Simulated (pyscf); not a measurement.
Thermochemistry of product channels of HO–Al(OH)–OH + H atom (H•) on the doublet surface, in kcal/mol, from ωB97M-D3(BJ)/def2-TZVP energies (ideal gas, 1 atm, RRHO with modes under 100 cm⁻¹ raised to 100, one conformer, R ln 2 for chiral ones without a mode under 150 cm⁻¹). Structures and frequencies: ωB97X-D3(BJ)/def2-SVP in PySCF.

```tsv
products	ΔE	ΔH(298 K)	ΔG(298 K)	ΔG(600 K)
•O–Al(OH)–OH + hydrogen (H₂)	+18.6	+17.8	+15.8	+13.8
hydroxyl (OH•) + HO–AlH–OH	+41.9	+42.6	+39.8	+37.3
water (H₂O) + [HO–Al–OH]•	+10.6	+14.7	+10.7	+7.1
```

These are energies of the channels, which say nothing of barriers. Left out: orbital degeneracy and the spin-orbit lowering of OH.
